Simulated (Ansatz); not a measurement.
A made-up structure of C₂H₅Si, doublet:

C1  (-1.044, 0.789, -0.750)
C2  (0.244, 0.633, -0.010)
Si3  (0.886, -1.128, 0.788)
H4  (-1.800, -0.147, -0.929)
H5  (-1.393, 1.855, -1.205)
H6  (0.950, 1.618, 0.130)
H7  (2.233, -1.222, 1.446)
H8  (-0.077, -2.397, 0.530)
(Å)

It is relaxed with PBE-D4/def2-SVP and then PBE0-D4/def2-TZVP (Ansatz 0.2.0). Atoms count as bonded within 1.22 times the sum of their covalent radii (H–H: 0.88 Å). The end point is not checked to be a true minimum.

**Question.** Does its bonding change? (A judgement: the text doesn't fix the answer.)

**Answer.** Computed: No: no bond forms or breaks.

Where it ends: The first stage lowers the energy by 1.50 eV in 8 steps. It ends as C₂H₅Si ([CH2][CH][SiH2]):
C1  (-0.920, 0.699, -0.692)
C2  (0.181, 0.581, 0.059)
Si3  (0.648, -0.944, 0.969)
H4  (-1.594, -0.137, -0.855)
H5  (-1.188, 1.633, -1.178)
H6  (0.808, 1.462, 0.190)
H7  (2.118, -1.147, 1.063)
H8  (-0.052, -2.147, 0.444)
(Å)

Labels in which every atom is bracketed show which atoms are joined, not bond orders.

For scale, one of the runs: PBE0-D4/def2-TZVP relaxation, 129 basis functions, launched by `ansatz run in.yaml --threads 2 --pin off --events-out ev --progress --plain --max-ram 4352MiB`. The run took about 13 s on 2 CPU threads of an Intel Xeon 6975P-C (shared host).
